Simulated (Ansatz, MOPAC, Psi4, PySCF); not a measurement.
Molecule: CH3S, charge 0, multiplicity 2. SMILES: C[S]
Geometry from a B3LYP-D3(BJ)/def2-TZVP (Ansatz, a first-principles code) optimisation:
```xyz
5

C     -0.0139     1.1056     0.0124
S      0.0013    -0.6916    -0.0079
H      1.0336     1.4242     0.0401
H     -0.5062     1.4939     0.9033
H     -0.4650     1.5146    -0.8909
```
Charge 0, spin multiplicity 2.

Wanted: vertical electron affinity to the singlet, in eV. Conventions: frozen cores in correlated levels; six Cartesian d functions in 6-31G* and its kin unless marked 5d; UHF or UKS for open shells; 6-311+G** with 5d, 6d on Na to Ar in Ansatz; no dispersion term unless named; non-relativistic; each state is the SCF solution reached for its charge and spin; no spin-orbit coupling. CBS(X,Y): correlation extrapolated as X^-3; Hartree-Fock from the larger set. [CCSD(T)-MP2]/basis is that difference in the basis named. First-principles rows: single points at B3LYP-D3(BJ) geometries (Ansatz). Semi-empirical rows: differences of heats of formation at the shared geometry for vertical values. Anions need diffuse functions, which STO-3G, LANL2DZ, def2-SVP, cc-pVDZ and Pople sets without + lack.

Coupled cluster (Ansatz) is a level with limits of its own, used here on species with T1 under 0.025 (0.045 for open shells) and stable references: RI-MP2/CBS(aug-cc-pV(T+d)Z,aug-cc-pV(Q+d)Z)+[CCSD(T)-MP2]/aug-cc-pV(T+d)Z.

Value to compare with, RI-MP2/CBS(aug-cc-pV(T+d)Z,aug-cc-pV(Q+d)Z)+[CCSD(T)-MP2]/aug-cc-pV(T+d)Z (Ansatz): 1.86 eV.

```tsv
level	program	vertical electron affinity to the singlet (eV)	difference
PM6	MOPAC	2.23	0.37
MNDO	MOPAC	1.42	-0.44
HF/6-31G*	Ansatz	0.31	-1.55
B3LYP/STO-3G	Ansatz	-4.25	-6.11
B3LYP/3-21G	Ansatz	1.19	-0.67
B3LYP/6-31G*	Ansatz	1.28	-0.58
B3LYP/6-311+G**	Ansatz	1.79	-0.07
M06-2X/6-31G* (5d)	PySCF	1.40	-0.46
wB97X-D/6-31G*	Psi4	1.36	-0.50
MP2/6-31G*	Ansatz	0.89	-0.97
PBE/def2-TZVPD	Ansatz	1.75	-0.11
PBE0/def2-TZVPD	Ansatz	1.69	-0.17
wB97X-V/def2-TZVPD	Ansatz	1.73	-0.13
```

Among the 10 habitual levels, B3LYP/STO-3G lies farthest from RI-MP2/CBS(aug-cc-pV(T+d)Z,aug-cc-pV(Q+d)Z)+[CCSD(T)-MP2]/aug-cc-pV(T+d)Z (Ansatz) (-6.11 eV) and B3LYP/6-311+G** nearest (-0.07); 1 of 10 lie above it, and their mean absolute difference is 1.17 eV, the median 0.54. One case shows no general order.

The levels are drawn from those run, B3LYP/6-31G* more often than the rest, none by its result; runs whose electronic state is in doubt are left out.
